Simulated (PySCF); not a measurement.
Gas-phase reaction: H3SiCCH + 2 C2H6 ⇌ (CH3)3SiH + C3H6 (propylene)

Energies from PySCF (xtb for GFN2), thermal terms from the rigid-rotor harmonic-oscillator model, ideal gas at 1 bar. † marks an energy on the PBE0/def2-TZVP geometry and frequencies; other levels use their own. 6-31G* has spherical d functions here. All species are closed-shell singlets. B3LYP is the form with VWN-RPA correlation. The harmonic model lacks anharmonicity and excited electronic states, which grow with temperature; levels with a mode under 35 cm⁻¹ are left out. Internal rotation in C2H6, (CH3)3SiH, C3H6 (propylene) is treated as a harmonic vibration of one conformer, which makes the entropy rough.

```
level              ΔE electronic, kJ  ΔH°(298 K), kJ  ΔS°(298 K), J/K  ΔG°(1800 K), kJ
-----------------  -----------------  --------------  ---------------  ---------------
B3LYP/def2-TZVP†                -191            -179             -128               28
GFN2-xTB                         -90             -76             -120              122
HF/6-31G*                       -172            -159             -127               47
M06-2X/def2-TZVP†               -213            -201             -128                6
PBE0/def2-TZVP                  -225            -213             -128               -7
```
ΔH° is lowest at PBE0/def2-TZVP and highest at GFN2-xTB. No reference value is set beside these.
